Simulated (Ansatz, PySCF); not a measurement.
Species: C4H5N, charge 0, singlet. C4H5N (SMILES c1cc[nH]c1).
B3LYP-D3(BJ)/def2-TZVP minimum from Ansatz (a program for electronic structure):
```xyz
10

H      0.0211    -0.0014     2.1219
N      0.0111    -0.0008     1.1183
C      0.0095     1.1219     0.3315
C     -0.0029    -1.1224     0.3301
C     -0.0058     0.7114    -0.9796
C     -0.0137    -0.7101    -0.9804
H      0.0192     2.1075     0.7635
H     -0.0040    -2.1085     0.7609
H     -0.0109     1.3576    -1.8413
H     -0.0258    -1.3551    -1.8429
```

Atomisation energy term by term, kcal/mol (programs: Ansatz). Radicals and triplets start from unrestricted determinants; spin-orbit coupling is neglected. Cores are frozen in correlated methods. Rows without X2C or -DK are non-relativistic. CBS(X,Y): correlation extrapolated as X^-3, Hartree-Fock from the larger set. A bracket is a step between two methods taken in the basis named. 'core' is core correlation in cc-pwCVTZ, 'X2C' scalar relativity in cc-pVTZ-DK, both at CCSD(T). Where a partner has so few electrons that a lower coupled-cluster level is exact, that level stands in.

```json
[
 {"term": "Hartree-Fock", "basis": "cc-pVQZ", "kcal/mol": "766.51"},
 {"term": "CCSD correlation", "basis": "CBS(cc-pVTZ,cc-pVQZ)", "kcal/mol": "278.61"},
 {"term": "(T)", "basis": "CBS(cc-pVTZ,cc-pVQZ)", "kcal/mol": "23.11"},
 {"term": "CCSDT(Q) - CCSD(T)", "basis": "cc-pVDZ", "kcal/mol": "0.75"},
 {"term": "core correlation", "basis": "cc-pwCVTZ", "kcal/mol": "5.49"},
 {"term": "scalar relativity", "basis": "X2C, cc-pVTZ-DK", "kcal/mol": "-0.97"},
 {"term": "minus zero-point energy", "basis": "harmonic, PySCF's Hessian at B3LYP-D3(BJ)/def2-TZVP", "kcal/mol": "-51.64"},
 {"term": "sum: D0", "basis": "", "kcal/mol": "1021.9"}
]
```
